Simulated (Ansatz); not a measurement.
# Li2 (SMILES [Li][Li]): where methods fail along a bond

Li2: 2 atoms, total charge 0, spin state singlet. SMILES: `[Li][Li]`. The bond length is the measured one.

```xyz
2

Li    0.0000    0.0000    0.0000
Li    0.0000    0.0000    2.6729
```

The Li1–Li2 distance is scanned; the parts on either side stay rigid. Basis def2-SVP; program Ansatz 0.2.0. FCI is exact within this basis and core. Energies in eV from each method's value at 2.673 Å; methods without a U are spin-restricted. The shape above is that at 2.673 Å.

```
distance (Å)  r2SCAN  BHLYP  wB97X  wB97M-V   MP2   FCI
       2.673    0.00   0.00   0.00     0.00  0.00  0.00
       3.341    0.12   0.17   0.15     0.25  0.11  0.14
       4.009    0.44   0.55   0.56     0.66  0.45  0.44
       5.346    1.02   1.21   1.38     1.34  1.06  0.78
       6.682    1.32   1.60   1.95     1.78  1.33  0.85
```

Departure from the FCI curve at its largest: r2SCAN +0.47 eV at 6.68 Å; BHLYP +0.75 eV at 6.68 Å; wB97X +1.10 eV at 6.68 Å; wB97M-V +0.93 eV at 6.68 Å; MP2 +0.48 eV at 6.68 Å. Restricted functionals keep the electrons paired too, and rise too high.
